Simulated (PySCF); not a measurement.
# Two-dimensional NMR puzzle

Compound of formula C3H4O4. Correlations simulated from computed shifts and couplings:

HSQC (one-bond C–H):
```
  δH    δC  ¹J(C,H) (Hz)
3.24  38.0           137
```

HMBC (two and three bonds, |J| ≥ 2.5 Hz):
```
  δH  δC [abs. J in Hz]
3.24        170.7 [7.2]
```

Carbons without hydrogens: δ 170.7.

[PySCF: PBE0-D3(BJ)/def2-SVP geometry; NMR shieldings at PBE0/pcSseg-1/GIAO; couplings computed with B3LYP/pcJ-1 (without the spin–dipole term); fast rotation and ring inversion assumed for equivalent nuclei; no solvent; non-relativistic; one conformer]

References, each an isolated molecule treated in the same way: ¹H and ¹³C against TMS.

Exchangeable hydrogens are left out of these lists, and C,H couplings along chains are those of one rotamer, so weak HMBC peaks may be missing or extra.

Q: Which molecule is this?

A: SMILES O=C(O)CC(=O)O.

Atom-mapped SMILES (the numbers label the heavy atoms): `[O:1]=[C:2]([OH:3])[CH2:4][C:5](=[O:6])[OH:7]` (H(Xn): hydrogen on atom n).

- δC 170.7 is C2/C5, a carboxylic acid carbon.
- δC 38.0 is C4, an sp3 CH2 α to a carbonyl (δH 3.24).
- HMBC from δH 3.24 reaches the proton-free carbon C2/C5.

The data come from this structure; uniqueness wasn't tested.

OH/NH shifts are gas-phase values; hydrogen bonding in solution moves them, usually downfield. Shifts are as computed. Against solution values, carbons near 30 ppm lie about +2 ppm off and those near 130 ppm about +4 ppm. Of 246 compounds with measured shifts, 49 miss one by over three times the rms of a fit or turn the order of signals round; such compounds aren't used in these exercises. Hydrogen bonding in solution deshields acid and N–H amide carbonyl carbons by as much as 10 ppm beyond these values.
